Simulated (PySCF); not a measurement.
Computed with PBE-D3(BJ)/def2-TZVP // B3LYP-D3(BJ)/def2-SVP run with PySCF 2.14.0. Gas-phase values, no solvent. Delta-SCF ions had no search for a lower state. 

Reference species (SMILES): `COC` (neutral, multiplicity 1).

```json
{
 "dipole_moment": "1.09 D",
 "vertical ionisation energy (Delta-SCF)": "9.71 eV"
}
```

Changed species: `CC#N` (free base CH3CN; the reference has free base O(CH3)2).

Question: What does the change do to the dipole moment and vertical ionisation energy (Delta-SCF)?

Answer: the dipole moment goes up by 2.86 D, to 3.95 D; the vertical ionisation energy (Delta-SCF) rises by 2.37 eV, to 12.08 eV.
